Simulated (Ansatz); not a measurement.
```yaml
crystal:
  periodic: [false, false, false]
  atoms:
    - {symbol: Sc, position_ang: [0.000000, 0.000000, -1.637342]}
    - {symbol: O, position_ang: [0.000000, 0.000000, 0.339111]}
    - {symbol: H, position_ang: [0.000000, 0.000000, 1.298231]}
basis:
  gaussian: {orbitals: def2-TZVP}
hamiltonian: {xc: pbe0}
relax: {f_tol: 0.004, max_steps: 80}
```

```sh
$ ansatz run in.yaml --threads 1 --pin off --events-out ev --progress --plain --max-ram 2176MiB
```

Steps of the relaxation (energy above the last step; positions in Å, forces in eV/Å):

```
3
step 1, 395.7 meV
Sc    0.000    0.000   -1.637    0.000    0.000    3.523
O     0.000    0.000    0.339    0.000    0.000   -3.156
H     0.000    0.000    1.298    0.000    0.000   -0.367
```

```
3
step 2, 16.2 meV
Sc    0.000    0.000   -1.531    0.000    0.000    0.921
O     0.000    0.000    0.289    0.000    0.000   -0.904
H     0.000    0.000    1.242    0.000    0.000   -0.017
```

```
3
step 3, 1.0 meV
Sc    0.000    0.000   -1.503    0.000    0.000   -0.251
O     0.000    0.000    0.274    0.000    0.000    0.222
H     0.000    0.000    1.228    0.000    0.000    0.028
```

```
3
step 5, 0.0 meV
Sc    0.000    0.000   -1.508    0.000    0.000    0.002
O     0.000    0.000    0.277    0.000    0.000    0.003
H     0.000    0.000    1.231    0.000    0.000   -0.005
```

```
3
step 6, 0.0 meV
Sc    0.000    0.000   -1.508    0.000    0.000    0.001
O     0.000    0.000    0.277    0.000    0.000   -0.001
H     0.000    0.000    1.231    0.000    0.000    0.001
```

Close pairs at the end: O2–H3 0.954 Å, Sc1–O2 1.785 Å, Sc1–H3 2.739 Å.

A stationary point of restricted PBE0 after 6 steps (its stability towards spin polarisation wasn't tested); no frequencies were run, so it isn't proven a minimum. 12 s on 1 thread of Intel Xeon 6975P-C, shared host.
